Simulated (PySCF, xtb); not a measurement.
## Isomers of CH5AlO in order of energy

3 gas-phase structures of CH5AlO, found in a search over its isomers (lower ones may exist). Each was relaxed with GFN2-xTB:

A. `[CH2]1[OH+][AlH2-]1`, a singlet
B. `C[O][AlH2]`, a singlet
C. `[CH3][AlH][OH]`, a singlet

Task: Make a reasoned guess at their ranking by r2SCAN-D4/def2-SVP single-point energy.

Result: Calculated order at r2SCAN-D4/def2-SVP: C (0.0), B (20.6), A (54.2) kcal/mol.

Energies above the lowest of each column, in kcal/mol; the last columns are at PBE0-D3(BJ)/pcseg-1 geometries:

```tsv
structure	GFN2-xTB	HF/STO-3G	r2SCAN-D4/def2-SVP	PBE0-D3(BJ)/pcseg-1	CCSD(T)/def2-SVP + ΔMP2/def2-TZVPP
C	3.6	0.0	0.0	0.0	0.0
B	0.0	6.7	20.6	24.2	26.7
A	48.4	25.2	54.2	55.5	59.5
```

CCSD(T)/def2-SVP + ΔMP2/def2-TZVPP puts C lowest; GFN2-xTB picks B. Flexible structures stand in one conformer each, not always the lowest. B keeps a small imaginary mode. The ΔMP2 step shifts differences by up to 5.2 kcal/mol, which makes them less sure. ΔMP2 is the change of the MP2 energy from the smaller to the larger basis.

Programs: PySCF 2.14.0, xtb 6.7.1.
